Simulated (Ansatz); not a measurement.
Species: C$_{3}$H$_{3}$, charge 0, doublet. C3H3 (SMILES [CH]1C=C1, doublet).
B3LYP-D3(BJ)/def2-TZVP minimum from Ansatz (a program for electronic structure):
```
C
C 1 1.3078
H 2 1.0759 1 148.34
H 1 1.0759 2 148.34 3 0.00
C 1 1.4552 4 148.36 2 178.48
H 5 1.0890 1 129.56 4 66.34
```
Charge 0, spin multiplicity 2.

Total energies in aug-cc-pVDZ, 15 correlated electrons, 3 frozen orbitals. UHF or UKS for unpaired electrons; spin-orbit terms are left out. Cores are frozen in correlated methods. No relativity.

```csv
method,program,energy (Eh),minus CCSDT(Q) (mEh)
HF,Ansatz,-115.20765,425.91
MP2,Ansatz,-115.58707,46.49
CCSD,Ansatz,-115.61442,19.13
CCSD(T),Ansatz,-115.63170,1.86
CCSDT(Q),Ansatz,-115.63356,0.00
```

Rough core times of Ansatz's runs on a shared machine: CCSD(T) 30 s, CCSDT(Q) 30 min.
